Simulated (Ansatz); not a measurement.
H3SO, doublet: a relaxation.

Input (in.yaml):

```yaml
crystal:
  periodic: [false, false, false]
  atoms:
    - {symbol: H, position_ang: [0.035286, -0.426637, 0.656787]}
    - {symbol: O, position_ang: [0.048619, -1.006634, -0.870256]}
    - {symbol: S, position_ang: [-0.234862, 0.887546, 0.968611]}
    - {symbol: H, position_ang: [-0.803450, -0.750825, -1.257268]}
    - {symbol: H, position_ang: [0.954507, 1.296551, 0.502025]}
basis:
  gaussian: {orbitals: cc-pVDZ}
magnetization: {spin_polarized: true, initial_magnetization: 1}
hamiltonian: {xc: {name: revPBE}, dispersion: d4}
relax: {f_tol: 0.03, max_steps: 60, escape_saddle: true}
```

Launched with

```bash
ansatz run in.yaml --threads 2 --pin off --events-out ev --progress --plain --max-ram 4352MiB
```

The run's output (Ansatz 0.2.0):

```
Error: invalid value for `relax.escape_saddle`: a Gaussian basis doesn't support `true`; leave it out, and run phonons on the result
```

The run took about 0.05 s on 2 CPU threads (shared host).


The program refused the input.